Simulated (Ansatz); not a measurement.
# AlC₂+ (triplet): the correlation ladder, cc-pVTZ

The task here is to estimate one member of a computed series from the others.

The runs use Ansatz 0.2.0, Gaussian basis; cc-pVTZ, core rule «outside noble gas», up to 7 orbitals frozen.

The runs, in order: UHF; CCSD(T) on ROHF; CCSD(T) on UHF; BCCD(T) on ROHF; CCSDT(Q) on ROHF; CCSDT(Q) on UHF; CASSCF and MRCISD+Q, 10 electrons in 12 orbitals; CASSCF and NEVPT2, 10 electrons in 12 orbitals.

4 further runs of the same task are left out: 1 for a known fault of the program, 3 set aside as unsound or not needed.

### What is computed

The geometry is a PBE0/def2-TZVP stationary point (not a proven minimum) of the parent state, kept for this charge and spin.

3 atoms, charge 1, spin multiplicity 3.

Atoms are counted from 1 here; the program's logs count them from 0.

Bond lengths: C1–Al2 1.931 Å, Al2–C3 1.931 Å. Angles: C1–Al2–C3 180.0°.

Set-up of the first run:

in.yaml

```yaml
crystal:
  periodic: [false, false, false]
  atoms:
    - {symbol: C, position_ang: [0.000000, 0.000000, 1.931400]}
    - {symbol: Al, position_ang: [0.000000, 0.000000, 0.000000]}
    - {symbol: C, position_ang: [0.000000, 0.000000, -1.931400]}
basis:
  gaussian: {orbitals: cc-pVTZ}
total_charge: 1
magnetization: {spin_polarized: true, initial_magnetization: 2}
hamiltonian: {xc: hf}
output: {orbitals: {seedname: orbitals}}
```

Command:

```console
$ ansatz run in.yaml --threads 1 --pin off --events-out ev --progress --plain --max-ram 4096MiB --backend cpu
```

Steps of the session up to this table: UHF; CCSD(T) on ROHF; CCSD(T) on UHF; BCCD(T) on ROHF; CCSDT(Q) on ROHF; CCSDT(Q) on UHF; CASSCF and MRCISD+Q, 10 electrons in 12 orbitals; CASSCF and NEVPT2, 10 electrons in 12 orbitals.

One of the session's tables, all rows but one given; the rest of the session is left out.

It belongs to the step «Misses and costs». 

```
          method  from RCCSDT(Q) (meV)
             UHF               +6465.9
            RMP2               +3036.6
            UMP2               +1547.7
           RCCSD                +565.8
           UCCSD                +339.1
        RCCSD(T)                 +88.1
        UCCSD(T)                     ?
         BCCD(T)                +145.8
          RCCSDT                 +79.7
          UCCSDT                -301.1
       RCCSDT(Q)                     0
       UCCSDT(Q)                -734.5
  CASSCF valence               +3923.2
  NEVPT2 valence                +337.2
  MRCISD valence                -207.9
MRCISD+Q valence                -490.7
```

Estimate the missing values for UCCSD(T).

As computed: from RCCSDT(Q) (meV): +8.8. In the column «from RCCSDT(Q) (meV)» it lies between RCCSDT(Q) (0) and RCCSDT (+79.7).

Left out of the table: ROHF (another determinant or state than the rows shown).

To keep in mind: The determinant is far from a pure spin state, so its energy mixes those of several spin states (harmless only where they are near-degenerate, as at dissociation). The report flags that the cluster equations may have other roots. The program flags RCCSD(T), UCCSD(T), BCCD(T), RCCSDT(Q), UCCSDT(Q) as in doubt, so the zero of the table is itself unsure. Warnings: spin contamination; coupled cluster took another determinant than the lowest; large T1 diagnostic. Restricted and unrestricted rows rest on different reference determinants; where their highest levels disagree by more than a few hundredths of an eV, they describe different states and don't form one ladder.
